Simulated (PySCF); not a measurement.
All of these have the formula C4H7N. Method used: TDDFT PBE0/def2-SVPD, vertical, gas phase, core orbitals frozen in the response (PySCF 2.14.0, density-fitted response routines). Geometries: PBE0-D3(BJ)/def2-SVP; one conformer of each isolated species. Triplets are in the Tamm–Dancoff approximation.

A. `CC(C)C#N`
B. `[H]/N=C\C1CC1`
C. `C=C/N=C\C`
D. `C1=CCNC1`

Lowest singlet levels (six at most, fewer where fewer were computed) with oscillator strengths:

1. 5.64 eV (f 0.015); 6.02 eV (f 0.006); 6.72 eV (f 0.003); 7.03 eV (f 0.069); 7.08 eV (f 0.147); 7.25 eV (f 0.013); T1 4.21 eV
2. 4.45 eV (f 0.036); 6.15 eV (f 0.060); 6.35 eV (f 0.036); 6.55 eV (f 0.180); 7.03 eV (f 0.049); 7.13 eV (f 0.016); T1 3.49 eV
3. 5.28 eV (f 0.003); 6.98 eV (f 0.148); 7.26 eV (f 0.083); 7.42 eV (f 0.011); 7.52 eV (f 0.046); 7.66 eV (f 0.022); T1 4.46 eV
4. 7.69 eV (f 0.000); 8.02 eV (f 0.002); 8.03 eV (f 0.012); 8.59 eV (f 0.034); 8.73 eV (f 0.028); 9.02 eV (f 0.008); T1 6.26 eV

Question: Which spectrum belongs to which structure?

Answer: 1 = D, 2 = C, 3 = B, 4 = A.
- A: S1 at 7.69 eV, HOMO→LUMO+1 (31%), HOMO-1→LUMO (30%), HOMO-1→LUMO+2 (26%); Löwdin shares by element: HOMO nitrogen 42%, carbon 41% or more, hydrogen 6% or more; LUMO carbon 52% (atoms not listed hold the other 48%); HOMO -9.25 and LUMO 0.25 eV; point group Cs, 1 of its 6 listed states under f = 0.0005.
- B: S1 at 5.28 eV, HOMO→LUMO (99%); Löwdin shares by element: HOMO nitrogen 59%, carbon 23% or more, hydrogen 8% or more; LUMO carbon 51% or more, nitrogen 33% (atoms not listed hold the other 17%); HOMO -7.55 and LUMO -0.31 eV.
- C: S1 at 4.45 eV, HOMO→LUMO (89%); Löwdin shares by element: HOMO carbon 54% or more, nitrogen 32%; LUMO carbon 52% or more, nitrogen 26% (atoms not listed hold the other 22%); HOMO -6.52 and LUMO -0.59 eV.
- D: S1 at 5.64 eV, HOMO→LUMO (93%); Löwdin shares by element: HOMO nitrogen 48%, carbon 26% or more (atoms not listed hold the other 26%); LUMO carbon 80% (atoms not listed hold the other 20%); HOMO -6.55 and LUMO 0.40 eV; point group Cs.
